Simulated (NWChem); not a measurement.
Everything below was run with NWChem. System: dimethylamine (C2H7N), charge 0, spin multiplicity 1, at a geometry optimised with PBE0/def2-SVP. Level: RHF/def2-TZVP.

Part of the output:

```
             Northwest Computational Chemistry Package (NWChem) 7.3.0
             --------------------------------------------------------

                                NWChem Input Module
                                -------------------

 Scaling coordinates for geometry "geometry" by  1.889725989
 (inverse scale =  0.529177249)

 Turning off AUTOSYM since
 SYMMETRY directive was detected!

                             Geometry "geometry" -> ""
                             -------------------------

 Output coordinates in angstroms (scale by  1.889725989 to convert to a.u.)

  No.       Tag          Charge          X              Y              Z
 ---- ---------------- ---------- -------------- -------------- --------------
    1 C                    6.0000    -0.21673600     0.01837600    -1.20726100
    2 N                    7.0000     0.55144600    -0.14000900     0.00000000
    3 C                    6.0000    -0.21673600     0.01837600     1.20726100
    4 H                    1.0000    -0.76244000     0.98611700    -1.28861200
    5 H                    1.0000    -0.97329600    -0.78151400    -1.27861700
    6 H                    1.0000     0.43607300    -0.07538200    -2.08862000
    7 H                    1.0000     1.34002900     0.50109900     0.00000000
    8 H                    1.0000    -0.76244000     0.98611700     1.28861200
    9 H                    1.0000     0.43607300    -0.07538200     2.08862000
   10 H                    1.0000    -0.97329600    -0.78151400     1.27861700

 Effective nuclear repulsion energy (a.u.)      84.2929080680

            Nuclear Dipole moment (a.u.)
            ----------------------------
        X                 Y               Z
 ---------------- ---------------- ----------------
    -0.0000132281    -0.0000188973     0.0000000000

      Symmetry information
      --------------------

 Group name             Cs
 Group number              2
 Group order               2
 No. of unique centers     6

      Symmetry unique atoms

     1    2    4    5    6    7


 Summary of "ao basis" -> "" (spherical)
 ------------------------------------------------------------------------------
       Tag                 Description            Shells   Functions and Types
 ---------------- ------------------------------  ------  ---------------------
 *                         def2-tzvp                  on all atoms

 Summary of "ao basis" -> "ao basis" (spherical)
 ------------------------------------------------------------------------------
       Tag                 Description            Shells   Functions and Types
 ---------------- ------------------------------  ------  ---------------------
 C                         def2-tzvp                11       31   5s3p2d1f
 N                         def2-tzvp                11       31   5s3p2d1f
 H                         def2-tzvp                 4        6   3s1p

                                 NWChem SCF Module
                                 -----------------

  ao basis        = "ao basis"
  functions       =   135
  atoms           =    10
  closed shells   =    13
  open shells     =     0
  charge          =   0.00
  wavefunction    = RHF
  use symmetry    = T
  symmetry adapt  = T

 Summary of "ao basis" -> "ao basis" (spherical)
 ------------------------------------------------------------------------------
       Tag                 Description            Shells   Functions and Types
 ---------------- ------------------------------  ------  ---------------------
 C                         def2-tzvp                11       31   5s3p2d1f
 N                         def2-tzvp                11       31   5s3p2d1f
 H                         def2-tzvp                 4        6   3s1p

      Symmetry analysis of basis
      --------------------------

        a'         75
        a"         60

 Forming initial guess at       0.1s

      Superposition of Atomic Density Guess
      -------------------------------------

 Sum of atomic energies:        -133.15287263

      Non-variational initial energy
      ------------------------------

 Total energy =    -135.139656
 1-e energy   =    -344.393618
 2-e energy   =     124.961054
[...]
    16 a"         17 a'         18 a'         19 a"         20 a'
    21 a"         22 a"         23 a'

 Starting SCF solution at       4.4s

 ----------------------------------------------
         Quadratically convergent ROHF

 Convergence threshold     :          1.000E-07
 Maximum no. of iterations :          100
 Final Fock-matrix accuracy:          1.000E-09
 ----------------------------------------------

              iter       energy          gnorm     gmax       time
             ----- ------------------- --------- --------- --------
                 1     -134.2554255244  6.98D-01  1.58D-01      5.1
                 2     -134.2886855045  2.41D-01  6.19D-02      5.7
                 3     -134.2929275339  1.04D-02  2.16D-03      6.5
                 4     -134.2929426621  8.51D-05  2.37D-05      7.9
                 5     -134.2929426633  3.69D-09  9.07D-10     10.5

       Final RHF  results
       ------------------

         Total SCF energy =   -134.292942663323
      One-electron energy =   -347.585401308228
      Two-electron energy =    128.999550576911
 Nuclear repulsion energy =     84.292908067995

        Time for solution =      6.1s

       Symmetry analysis of molecular orbitals - final
       -----------------------------------------------

  Numbering of irreducible representations:

     1 a'          2 a"

  Orbital symmetries:

     1 a'          2 a"          3 a'          4 a'          5 a"
     6 a'          7 a'          8 a'          9 a"         10 a"
    11 a'         12 a"         13 a'         14 a'         15 a'
    16 a"         17 a'         18 a'         19 a"         20 a'
    21 a"         22 a"         23 a'

             Final eigenvalues
             -----------------

              1
    1  -15.5387
    2  -11.2417
    3  -11.2416
    4   -1.2027
    5   -0.9441
    6   -0.8479
    7   -0.6617
    8   -0.6099
    9   -0.5945
   10   -0.5325
   11   -0.5074
   12   -0.5056
   13   -0.3649
   14    0.1377
   15    0.1757
   16    0.1840
   17    0.2146
   18    0.2237
   19    0.2418
   20    0.2623
   21    0.2663
   22    0.3020
   23    0.3410

                       ROHF Final Molecular Orbital Analysis
                       -------------------------------------

 Vector   11  Occ=2.000000D+00  E=-5.073788D-01  Symmetry=a'
              MO Center= -4.7D-02, -1.5D-01, -1.5D-14, r^2= 2.9D+00
   Bfn.  Coefficient  Atom+Function         Bfn.  Coefficient  Atom+Function
  ----- ------------  ---------------      ----- ------------  ---------------
    37     -0.191790   2 N  px                6      0.183090   1 C  px
    68      0.183090   3 C  px               40     -0.173104   2 N  px
   113     -0.163151   7 H  s               101     -0.156401   5 H  s
   131     -0.156401  10 H  s                 9      0.153498   1 C  px
    71      0.153498   3 C  px

 Vector   12  Occ=2.000000D+00  E=-5.055918D-01  Symmetry=a"
              MO Center=  7.1D-02,  6.9D-03,  1.8D-15, r^2= 3.3D+00
   Bfn.  Coefficient  Atom+Function         Bfn.  Coefficient  Atom+Function
  ----- ------------  ---------------      ----- ------------  ---------------
     8      0.205049   1 C  pz               70      0.205049   3 C  pz
   107     -0.195659   6 H  s               125      0.195659   9 H  s
    11      0.171267   1 C  pz               73      0.171267   3 C  pz
    39     -0.161512   2 N  pz               42     -0.150305   2 N  pz

 Vector   13  Occ=2.000000D+00  E=-3.648674D-01  Symmetry=a'
              MO Center=  2.6D-01, -6.8D-02,  3.1D-15, r^2= 2.0D+00
   Bfn.  Coefficient  Atom+Function         Bfn.  Coefficient  Atom+Function
  ----- ------------  ---------------      ----- ------------  ---------------
    38      0.340687   2 N  py               41      0.318141   2 N  py
    44      0.279047   2 N  py               43     -0.151344   2 N  px

 Vector   14  Occ=0.000000D+00  E= 1.376863D-01  Symmetry=a'
              MO Center=  2.7D-01,  5.4D-01, -1.4D-15, r^2= 7.8D+00
   Bfn.  Coefficient  Atom+Function         Bfn.  Coefficient  Atom+Function
  ----- ------------  ---------------      ----- ------------  ---------------
     5      3.238274   1 C  s                67      3.238274   3 C  s
   114     -1.308230   7 H  s                96     -1.290647   4 H  s
   120     -1.290647   8 H  s               108     -1.266647   6 H  s
   126     -1.266647   9 H  s               102     -1.188932   5 H  s
   132     -1.188932  10 H  s                43      0.547584   2 N  px

 Vector   15  Occ=0.000000D+00  E= 1.757124D-01  Symmetry=a'
              MO Center=  1.8D-01,  1.8D-01, -2.3D-14, r^2= 8.0D+00
   Bfn.  Coefficient  Atom+Function         Bfn.  Coefficient  Atom+Function
  ----- ------------  ---------------      ----- ------------  ---------------
    36      2.750122   2 N  s                 5     -2.387433   1 C  s
    67     -2.387433   3 C  s               114     -1.722256   7 H  s
   102      1.357710   5 H  s               132      1.357710  10 H  s
    96      1.011428   4 H  s               120      1.011428   8 H  s
    44      0.568154   2 N  py              108      0.267217   6 H  s

 Vector   16  Occ=0.000000D+00  E= 1.839978D-01  Symmetry=a"
              MO Center= -4.2D-01,  8.3D-02, -3.6D-14, r^2= 1.0D+01
   Bfn.  Coefficient  Atom+Function         Bfn.  Coefficient  Atom+Function
  ----- ------------  ---------------      ----- ------------  ---------------
     5      5.080764   1 C  s                67     -5.080764   3 C  s
   102     -1.799393   5 H  s               132      1.799393  10 H  s
    96     -1.684702   4 H  s               120      1.684702   8 H  s
   108     -1.643606   6 H  s               126      1.643606   9 H  s
    45      0.823838   2 N  pz                4     -0.406180   1 C  s

 center of mass
 --------------
 x =   0.05247205 y =  -0.03162475 z =   0.00000000

 moments of inertia (a.u.)
 ------------------
         193.338964752986           1.884055727613          -0.000000000000
           1.884055727613         217.977193616536           0.000000000000
          -0.000000000000           0.000000000000          51.247359128613

  Mulliken analysis of the total density
  --------------------------------------

    Atom       Charge   Shell Charges
 -----------   ------   -------------------------------------------------------
    1 C    6     6.19   0.85  1.12  0.48  0.65  0.10  1.22  1.32  0.33  0.03  0.08  0.01
    2 N    7     7.39   0.82  1.16  0.50  0.86  0.15  1.50  1.76  0.58  0.01  0.06  0.00
    3 C    6     6.19   0.85  1.12  0.48  0.65  0.10  1.22  1.32  0.33  0.03  0.08  0.01
    4 H    1     0.92   0.27  0.50  0.14  0.02
    5 H    1     0.90   0.27  0.50  0.11  0.02
    6 H    1     0.89   0.27  0.50  0.10  0.02
    7 H    1     0.80   0.26  0.44  0.06  0.04
    8 H    1     0.92   0.27  0.50  0.14  0.02
    9 H    1     0.89   0.27  0.50  0.10  0.02
   10 H    1     0.90   0.27  0.50  0.11  0.02

       Multipole analysis of the density wrt the origin
       ------------------------------------------------

     L   x y z        total         open         nuclear
     -   - - -        -----         ----         -------
     0   0 0 0     -0.000000      0.000000     26.000000

     1   1 0 0     -0.042271      0.000000     -0.000013
     1   0 1 0      0.391376      0.000000     -0.000019
     1   0 0 1      0.000000      0.000000      0.000000

     2   2 0 0    -15.255920      0.000000     28.302754
     2   1 1 0      1.508085      0.000000      0.125263
     2   1 0 1      0.000000      0.000000      0.000000
     2   0 2 0    -16.263382      0.000000     12.749116
     2   0 1 1     -0.000000      0.000000      0.000000
     2   0 0 2    -14.887164      0.000000    117.149412

 Task  times  cpu:       10.5s     wall:       10.5s

 Total times  cpu:       10.6s     wall:       10.6s
```

Question: Write an NWChem input that would produce this output.

Answer: This is not unique; one that fits is 
```
start mol
memory heap 200 mb stack 900 mb global 1100 mb
geometry units angstroms nocenter noautoz
  C     -0.216736     0.018376    -1.207261
  N      0.551446    -0.140009     0.000000
  C     -0.216736     0.018376     1.207261
  H     -0.762440     0.986117    -1.288612
  H     -0.973296    -0.781514    -1.278617
  H      0.436073    -0.075382    -2.088620
  H      1.340029     0.501099     0.000000
  H     -0.762440     0.986117     1.288612
  H      0.436073    -0.075382     2.088620
  H     -0.973296    -0.781514     1.278617
  symmetry group Cs
end
basis spherical
  * library def2-tzvp
end
scf
  rhf
  nopen 0
  maxiter 100
  thresh 1e-7
  semidirect memsize 60000000 filesize 0
end
task scf energy
```
